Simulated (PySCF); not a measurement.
Two-dimensional NMR puzzle

Compound of formula C$_{2}$H$_{7}$N. Correlations simulated from computed shifts and couplings:

HSQC (one-bond C–H):
| δH | δC | ¹J(C,H) (Hz) |
| --- | --- | --- |
| 2.77 | 42.9 | 140 |
| 1.00 | 25.6 | 131 |

COSY cross peaks (|J| ≥ 2 Hz):
| δH | δH | abs. J (Hz) | bonds |
| --- | --- | --- | --- |
| 2.77 | 1.00 | 7.1 | 3 |

HMBC (two and three bonds, |J| ≥ 2.5 Hz):
| δH | δC [abs. J in Hz] |
| --- | --- |
| 1.00 | 42.9 [3.7] |

Computational details: geometry: GFN2-xTB, σ from GIAO-PBE0/pcSseg-1, couplings computed with B3LYP/pcJ-1 (spin–dipole term only in couplings to heteroatoms), in PySCF 2.14 (relativity neglected, gas phase, single conformer, fast rotation and ring inversion assumed for equivalent nuclei).

References, each an isolated molecule treated in the same way: ¹H (31.72 ppm) and ¹³C (186.93 ppm) against TMS.

Exchangeable hydrogens are left out of these lists, and C,H couplings along chains are those of one rotamer, so weak HMBC peaks may be missing or extra.

Work out the connectivity.

Results:

Ethylamine.

Atom-mapped SMILES (the numbers label the heavy atoms): `[CH3:1][CH2:2][NH2:3]`; H(Xn) means a hydrogen on atom n.

- δC 42.9 is C2, an sp3 CH2 bonded to N (δH 2.77).
- δC 25.6 is C1, a methyl carbon (δH 1.00).
- COSY links 2.77–1.00.

OH and NH positions are those of a molecule without intermolecular hydrogen bonds; in solution they move with solvent, concentration and temperature, and exchange usually removes their couplings. Unscaled 3J(H,H) at this level run about 10 % above measured values. Shifts are as computed. Against solution values, carbons near 30 ppm lie about +3 ppm off and those near 130 ppm about +5 ppm. Of 1211 compounds with measured shifts, 218 miss one by over three times the rms of a fit or turn the order of signals round; such compounds aren't used in these exercises.
